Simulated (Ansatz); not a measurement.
C$_{2}$H$_{4}$F$_{2}$N$_{2}$, SMILES `N/C(F)=N/CF`, relaxed with RKS PBE0-D4/def2-TZVP in Ansatz from a PBE-D4/def2-SVP geometry. The force threshold is 0.005 eV/Å; the program also tests the step.

The species carries charge 0 and has multiplicity 1.

Start:

```xyz
10

N    -0.101    0.596   -1.903
C    -0.148    0.369   -0.562
F    -0.727    1.425    0.077
N     0.257   -0.688    0.019
C     0.109   -0.811    1.437
F     0.926    0.084    2.127
H    -0.228    1.546   -2.246
H     0.445   -0.058   -2.461
H    -0.941   -0.625    1.772
H     0.408   -1.838    1.739
```

```tsv
step	energy (eV)	largest force (eV/Å)	largest move (Å)
1	-10546.1513	1.000	0.000
2	-10546.2033	0.257	0.030
3	-10546.2083	0.064	0.017
4	-10546.2086	0.043	0.011
5	-10546.2093	0.059	0.025
6	-10546.2101	0.109	0.045
7	-10546.2106	0.088	0.025
8	-10546.2112	0.057	0.039
9 (rejected)	-10546.2112	0.082	0.027
10	-10546.2116	0.016	0.013
11 (rejected)	-10546.2112	0.151	0.060
14	-10546.2121	0.033	0.012
17	-10546.2126	0.041	0.022
20	-10546.2130	0.013	0.034
23	-10546.2138	0.046	0.021
26 (rejected)	-10546.1997	0.519	0.195
29 (rejected)	-10546.2134	0.211	0.111
32	-10546.2158	0.091	0.073
35	-10546.2171	0.076	0.055
38	-10546.2182	0.056	0.053
41	-10546.2190	0.026	0.032
44	-10546.2191	0.009	0.026
47	-10546.2191	0.004	0.002
```

End:

```xyz
10

N    -0.054    0.545   -1.920
C    -0.235    0.292   -0.602
F    -1.376    0.869   -0.173
N     0.507   -0.413    0.115
C     0.190   -0.677    1.471
F     1.355   -0.673    2.205
H    -0.516    1.351   -2.304
H     0.855    0.317   -2.284
H    -0.477    0.066    1.923
H    -0.248   -1.677    1.569
```

Run time 2.1 min (4 threads of an Arm Neoverse V2 on a shared host); peak host memory 0.5 GiB.
